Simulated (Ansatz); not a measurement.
Gas-phase reaction in SMILES: C1CSC1 + 4 [H][H] (H2) → 3 C (CH4) + S (H2S)

Wanted: energy of full hydrogenation (enthalpy at 298 K), in kcal/mol. Set-up: 6-311+G** with 5d, 6d on Na to Ar in Ansatz (a quantum-chemistry and plane-wave program); no dispersion term unless named; non-relativistic; frozen cores in correlated levels; 6-31G* and kin with 6d, 5d where marked; LANL2DZ with its own core potentials from Na on; spin-orbit terms left out. CBS(X,Y): correlation extrapolated as X^-3; Hartree-Fock from the larger set. [CCSD(T)-MP2]/basis is that difference in the basis named. Ab initio and DFT rows: single points at B3LYP-D3(BJ) geometries (Ansatz), with unscaled harmonic terms from B3LYP/6-31G* (Ansatz) at its own minima.

Measured values: Active Thermochemical Tables 1.112 (ions: stationary electron), as tabulated in the package chemicals; CRC Handbook, as tabulated in the package chemicals; G2/97 table in ASE (Curtiss et al.); they hold spin-orbit and core effects, anharmonicity. 

Value to compare with, the measured value: -72.8 kcal/mol.

```
level                                                                      program  energy of full hydrogenation (enthalpy at 298 K) (kcal/mol)  error
-------------------------------------------------------------------------  -------  -----------------------------------------------------------  -----
B3LYP/STO-3G                                                                Ansatz                                                        -59.7   13.1
B3LYP/3-21G                                                                 Ansatz                                                        -76.4   -3.6
B3LYP/LANL2DZ                                                               Ansatz                                                        -81.9   -9.1
B3LYP/6-31G                                                                 Ansatz                                                        -78.8   -6.0
B3LYP/6-31G*                                                                Ansatz                                                        -75.6   -2.8
B3LYP/6-31+G*                                                               Ansatz                                                        -78.1   -5.3
B3LYP/6-31G**                                                               Ansatz                                                        -77.3   -4.5
B3LYP/def2-SVP                                                              Ansatz                                                        -81.5   -8.7
B3LYP/cc-pVDZ                                                               Ansatz                                                        -79.3   -6.5
B3LYP/6-311+G**                                                             Ansatz                                                        -80.2   -7.4
B3LYP/def2-TZVPD                                                            Ansatz                                                        -79.4   -6.6
RI-MP2/CBS(aug-cc-pV(T+d)Z,aug-cc-pV(Q+d)Z)+[CCSD(T)-MP2]/aug-cc-pV(T+d)Z   Ansatz                                                        -72.5    0.3
```

Among the 10 habitual levels, B3LYP/STO-3G lies farthest from the measured value (13.1 kcal/mol) and B3LYP/6-31G* nearest (-2.8); 1 of 10 lie above it, and their mean absolute error is 6.7 kcal/mol, the median 6.2. One case shows no general order.

The sets are all those run for this method; left out are runs that failed, that the program found above a lower state of the same kind, or whose <S^2> lies over 0.5 above the pure value.
